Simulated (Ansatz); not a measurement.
## HBGe, quintet in cc-pVDZ: errors against full CI

Geometry: that of the HBGe, triplet, kept fixed. The triplet lies 3.3 eV lower here.

```xyz
3

Ge    0.0000    0.0000    1.6897
B     0.0000    0.0000   -0.2506
H     0.0000    0.0000   -1.4391
```

Basis cc-pVDZ; Ansatz 0.2.0. Correlated methods freeze the noble-gas cores and the filled d shells of p-block atoms, which leaves 8 electrons in 31 orbitals. R marks a restricted (for open shells ROHF) determinant. Active spaces: valence = (8e, 9o) chosen from the atoms' valence shells. No spin–orbit coupling is included, and no scalar relativity.

Full CI is exact within this basis and frozen core; it isn't the basis-set limit.

```
UHF ⟨S²⟩                          : 6.016
T1 diagnostic (RCCSD)             : 0.0367
largest doubles amplitude (RCCSD) : 0.079
```

Problem. From what is known of these methods and the diagnostics, rank them by the size of their error in total energy against full CI in cc-pVDZ, smallest first (an estimate: the text doesn't fix the numbers).
A. RCCSDT(Q)
B. CASSCF (valence space)
C. RHF
D. NEVPT2 (valence space)
E. RMP2

Solution. A (0.00 mEh), D (23.66 mEh), E (32.73 mEh), B (89.09 mEh), C (138.03 mEh).

All errors are against full CI in cc-pVDZ. Within each family the higher level lies nearer, as is usual though not guaranteed.

The full-CI state has the irrep B2 of C2v, in the program's axes (one component, if the state is degenerate).

Natural occupations of full CI about the gap: 1.950 1.932 1.001 0.993 0.982 0.975 0.035 0.031 0.018 0.012; effectively unpaired electrons, Σ n²(2−n)², 4.04.
